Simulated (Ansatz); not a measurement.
Input file for C₈H₁₈ (`CC(C)CCC(C)C`):

```yaml
crystal:
  periodic: [false, false, false]
  atoms:
    - {symbol: C, position_ang: [-0.616053, -1.437548, -1.786550]}
    - {symbol: C, position_ang: [0.063107, -1.532980, -0.428088]}
    - {symbol: C, position_ang: [0.223211, -2.986966, -0.009028]}
    - {symbol: C, position_ang: [-0.691070, -0.756557, 0.649496]}
    - {symbol: C, position_ang: [-0.889688, 0.730460, 0.383206]}
    - {symbol: C, position_ang: [0.381659, 1.540426, 0.137353]}
    - {symbol: C, position_ang: [0.028506, 2.991316, -0.155079]}
    - {symbol: C, position_ang: [1.355333, 1.449502, 1.303320]}
    - {symbol: H, position_ang: [-0.077405, -2.023740, -2.535537]}
    - {symbol: H, position_ang: [-0.668877, -0.408417, -2.148421]}
    - {symbol: H, position_ang: [-1.638989, -1.825278, -1.734599]}
    - {symbol: H, position_ang: [1.068201, -1.101913, -0.521609]}
    - {symbol: H, position_ang: [0.799243, -3.553575, -0.745252]}
    - {symbol: H, position_ang: [-0.754133, -3.470278, 0.091301]}
    - {symbol: H, position_ang: [0.734025, -3.069764, 0.954087]}
    - {symbol: H, position_ang: [-1.676502, -1.221217, 0.781999]}
    - {symbol: H, position_ang: [-0.170710, -0.891682, 1.604138]}
    - {symbol: H, position_ang: [-1.558073, 0.863163, -0.474714]}
    - {symbol: H, position_ang: [-1.417298, 1.170054, 1.239318]}
    - {symbol: H, position_ang: [0.880523, 1.134488, -0.752102]}
    - {symbol: H, position_ang: [0.920643, 3.582218, -0.378265]}
    - {symbol: H, position_ang: [-0.650500, 3.071608, -1.008239]}
    - {symbol: H, position_ang: [-0.466542, 3.450067, 0.707089]}
    - {symbol: H, position_ang: [0.888334, 1.812162, 2.225177]}
    - {symbol: H, position_ang: [1.689465, 0.424988, 1.481014]}
    - {symbol: H, position_ang: [2.243628, 2.059472, 1.119985]}
basis:
  gaussian: {orbitals: def2-TZVPP}
correlation: {method: ccsd_t}
```

```sh
$ ansatz run in.yaml --threads 6 --pin off --events-out ev --progress --plain --backend cuda
```

The program prints (abridged):

```
Functional definition: HF
  name "HF"
  cite "Fock, Z. Phys. 61, 126 (1930) doi:10.1007/BF01340294"
  parent pbe
  exchange = exact_x
  correlation = 0
2874 factors; integrals over basis functions are off by at most 1.1e-3 eV
mean field evaluation 1: about -8524.1536 eV, gradient 5.2e1 eV
mean field evaluation 2: about -8524.5032 eV, gradient 5.2e1 eV
mean field evaluation 4: about -8531.9796 eV, gradient 5.7e0 eV
mean field evaluation 8: about -8532.0921 eV, gradient 2.6e-1 eV
mean field -8532.09238799 eV, -313.5486119986 hartree, gradient 1.6e-6 eV, S^2 0.000000; 0 other end points of the search recorded, 0 dependent functions left out
8 core orbitals not correlated: weight in the atoms' cores, before any rotation towards them, 1.000 or more for the frozen orbitals, at most 0.000 for the correlated occupied ones
reference -8532.09238799 eV, -313.5486119986 hartree; 25, 25 occupied and 467, 467 virtual orbitals, 2874 factors
second order -38.72137753 eV of doubles, -0.00000000 eV of singles
cycle   1  -40.10774094 eV  change    -1.4e0 eV  update   1.2e-1
cycle   2  -41.03089877 eV  change   -9.2e-1 eV  update   3.1e-2
cycle   3  -41.15933284 eV  change   -1.3e-1 eV  update   1.2e-2
cycle   4  -41.15610427 eV  change    3.2e-3 eV  update   2.5e-3
cycle   5  -41.15693655 eV  change   -8.3e-4 eV  update   8.0e-4
cycle   6  -41.15723308 eV  change   -3.0e-4 eV  update   2.0e-4
cycle   7  -41.15720185 eV  change    3.1e-5 eV  update   5.6e-5
perturbative correction -1.62723265 eV, -0.0597996968 hartree
Total energy: -8574.87682249 eV, -315.1209109662 hartree
```

Run time 29 s (6 threads of an AMD EPYC 7R13 on a shared host and a share of an NVIDIA H100 80 GB); peak host memory 2.6 GiB.

The correlation energy is -42.784 eV, 3.8 % of it from (T); the T1 diagnostic reads 0.0086.
